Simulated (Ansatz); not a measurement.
C6H10, SMILES `CCC#CCC`. Charge 0, multiplicity 1.

```xyz
16

C     0.3263    0.8963    2.5444
C     1.0404    1.4022    1.2935
C     0.6316    0.7005    0.0866
C     0.2794    0.1071   -0.8989
C    -0.1640   -0.6261   -2.0745
C    -1.2160   -1.6841   -1.7516
H     0.5295   -0.1641    2.7036
H     0.6606    1.4473    3.4261
H    -0.7539    1.0201    2.4500
H     0.8506    2.4737    1.1677
H     2.1237    1.2992    1.4194
H     0.7018   -1.0992   -2.5504
H    -0.5645    0.0810   -2.8090
H    -0.8237   -2.4164   -1.0438
H    -2.1004   -1.2266   -1.3047
H    -1.5214   -2.2106   -2.6584
```

Q: Give the diagnostics of a CCSD(T)/def2-TZVPP run (frozen core, the Gaussian-basis code of Ansatz). (Best estimate.)

A: Ansatz gave: T1 = 0.0098, largest single amplitude 0.013, largest double 0.040, (T) share of the correlation energy 4.2 %, 8 CCSD cycles. The RHF solution is stable towards an unrestricted one. T1 lies under the customary mark of 0.02 for closed shells.
